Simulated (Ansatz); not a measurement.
A made-up structure of AlSiNH$_{7}$ (charge +1), singlet:

```xyz
10
angstrom
N -1.0389 0.6628 -0.3840
Al 0.6305 0.2024 -0.7888
Si 0.7670 -0.8042 0.8448
H -1.6469 0.4948 0.4895
H -0.8971 1.6215 -0.3662
H -1.5254 0.1598 -1.0984
H 1.3707 0.6434 -2.1176
H 0.3905 -2.2323 0.3381
H -0.1485 -0.4013 2.0912
H 2.0980 -0.3468 0.9914
```

It is relaxed with PBE-D4/def2-SVP and then PBE0-D4/def2-TZVP (Ansatz 0.2.0). Atoms count as bonded within 1.22 times the sum of their covalent radii (H–H: 0.88 Å). The end point is not checked to be a true minimum.

(1) Does its bonding change? (Judge from chemistry; the calculation decides.)

Results:

(1) The calculation gives: No: no bond forms or breaks.

Where it ends: The first stage lowers the energy by 4.84 eV in 9 steps. It ends as AlSiNH₇ ([NH3][AlH][SiH3]), total charge +1:
N1  (-1.343, 0.946, -0.698)
Al2  (0.543, 0.242, -0.766)
Si3  (1.139, -1.130, 1.165)
H4  (-1.860, 0.709, 0.148)
H5  (-1.362, 1.965, -0.779)
H6  (-1.897, 0.607, -1.486)
H7  (1.077, 0.813, -2.127)
H8  (0.827, -2.534, 0.801)
H9  (0.293, -0.682, 2.301)
H10  (2.581, -0.936, 1.442)
(Å)

Labels in which every atom is bracketed show which atoms are joined, not bond orders.

For scale, one of the runs: PBE0-D4/def2-TZVP relaxation, 147 basis functions, launched by `ansatz run in.yaml --threads 2 --pin off --events-out ev --progress --plain --max-ram 4352MiB`. Hardware: 2 CPU threads of an Arm Neoverse V2, shared host. Wall time about 22 s.
